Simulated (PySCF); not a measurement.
**Name the molecule from its bond curve**

A diatomic of charge +1 contains P. Its doublet curve at ROHF-MP2 in a double-zeta basis (no relativity, PySCF), in eV from the separated fragments:

| R (Å) | E (eV) |
| --- | --- |
| 1.279 | -1.578 |
| 1.338 | -2.888 |
| 1.398 | -3.669 |
| 1.442 | -3.998 |
| 1.487 | -4.166 |
| 1.532 | -4.212 |
| 1.591 | -4.139 |
| 1.665 | -3.914 |
| 1.755 | -3.551 |
| 1.874 | -3.048 |

The fit gives ωe = 1127 cm⁻¹ and the rotational constant Bₑ = 0.7470 cm⁻¹.

Task: Which atom is the partner?

Result: The minimum lies at 1.530 Å, so the reduced mass is 16.8576 u Å² cm⁻¹/(Bₑ·Re²) = 9.640 u. With P at 30.97 u the partner weighs about 14.0 u: N. The molecule is PN⁺.

Correlated steps freeze 6 core orbitals. The state is the lowest determinant that a PBE0 search found; another state may lie lower at other levels.
